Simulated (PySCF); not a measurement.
Potential energy curve for SiO, singlet.

Levels: UKS-BP86/6-31G* = PySCF with unrestricted BP86/6-31G*, spherical d; RKS-B3LYP/6-31G* = restricted B3LYP/6-31G*, spherical d in PySCF; UKS-M06-2X/6-31G* = unrestricted M06-2X/6-31G*, spherical d (PySCF); UCCSD(T) = CCSD(T) on UHF/cc-pVDZ, 6 core orbitals frozen (PySCF).

Energies relative to the lowest point of each curve near equilibrium, in kcal/mol; the last columns give the difference from UCCSD(T):

```csv
R / Å,UKS-BP86/6-31G*,RKS-B3LYP/6-31G*,UKS-M06-2X/6-31G*,UCCSD(T),UKS-BP86/6-31G* − UCCSD(T),RKS-B3LYP/6-31G* − UCCSD(T),UKS-M06-2X/6-31G* − UCCSD(T)
1.20,143.7,136.7,134.1,150.7,-7.0,-14.0,-16.6
1.27,77.8,72.0,69.4,83.1,-5.3,-11.1,-13.7
1.37,25.2,21.4,19.5,28.3,-3.1,-6.9,-8.8
1.41,13.7,10.8,9.3,16.0,-2.3,-5.2,-6.7
1.45,6.2,4.2,3.2,7.7,-1.5,-3.6,-4.5
1.51,0.7,0.0,0.0,1.2,-0.5,-1.2,-1.2
1.54,0.0,0.0,0.5,0.0,0.0,0.0,0.5
1.59,1.3,2.4,3.9,0.5,0.8,1.9,3.4
1.65,5.8,8.2,11.0,4.2,1.6,4.1,6.9
1.75,18.0,22.7,27.9,17.7,0.4,5.1,10.2
1.86,35.3,42.3,50.3,34.2,1.0,8.1,16.1
2.03,64.1,74.6,85.6,62.4,1.7,12.2,23.2
2.26,99.4,115.5,120.6,100.1,-0.6,15.4,20.6
2.52,128.4,154.1,146.8,125.7,2.7,28.4,21.1
2.72,144.5,178.2,159.5,145.7,-1.2,32.5,13.8
3.00,160.4,204.7,169.5,155.1,5.4,49.6,14.4
3.33,172.4,227.6,—,158.0,14.4,69.6,—
3.73,180.9,244.6,—,159.5,21.5,85.1,—
4.05,184.9,250.7,—,160.2,24.7,90.5,—
4.50,187.2,255.5,—,160.8,26.4,94.7,—
5.24,—,259.6,—,161.1,—,98.4,—
6.09,—,261.5,—,161.2,—,100.3,—
```

UKS-BP86/6-31G* is furthest from UCCSD(T) at 4.50 (26.4 kcal/mol, above); its mean absolute difference over the points is 6.1 kcal/mol.

RKS-B3LYP/6-31G* is furthest from UCCSD(T) at 6.09 (100.3 kcal/mol, above); its mean absolute difference over the points is 33.5 kcal/mol.

UKS-M06-2X/6-31G* is furthest from UCCSD(T) at 2.03 (23.2 kcal/mol, above); its mean absolute difference over the points is 11.4 kcal/mol.

A dash means that the run gave no value there, or that the column was ended at a point which the program doubted or which failed a test of continuity chosen for this set; such a test can also cut sound points.

The unrestricted solution behind UKS-BP86/6-31G*, UCCSD(T) changes between 2.26 and 2.52 Å, which can leave a kink. The unrestricted determinant behind UKS-BP86/6-31G* is spin-contaminated at 2.26 to 4.50, 6.09 Å (<S²> up to 1.8, against 0.00 for a pure singlet). The restricted form behind RKS-B3LYP/6-31G* keeps the bonding electrons paired and can't separate into open-shell fragments. The unrestricted solution behind UKS-M06-2X/6-31G* changes between 2.03 and 2.26 Å, which can leave a kink. The unrestricted determinant behind UKS-M06-2X/6-31G* is spin-contaminated at 2.03 to 6.09 Å (<S²> up to 2.0, against 0.00 for a pure singlet). The unrestricted determinant behind UCCSD(T) is spin-contaminated at 1.75 to 6.09 Å (<S²> up to 2.0, against 0.00 for a pure singlet).
